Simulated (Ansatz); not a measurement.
# hcp Co

Method: PBEsol (PAW; Ansatz, an electronic-structure program).

Run with plane-wave cutoff 500 eV, 30×30×1 k mesh (along the axes of the cell as run), Fermi–Dirac smearing 0.1 eV, scalar-relativistic PAW data made under PBE.

Cell: relaxed at this level.

| Item | Value |
|---|---|
| surface energy of the (0001) face | 2.54 J/m² |
| work function of the (0001) face | 5.14 eV |

The slab of 8 atoms is relaxed and unreconstructed.
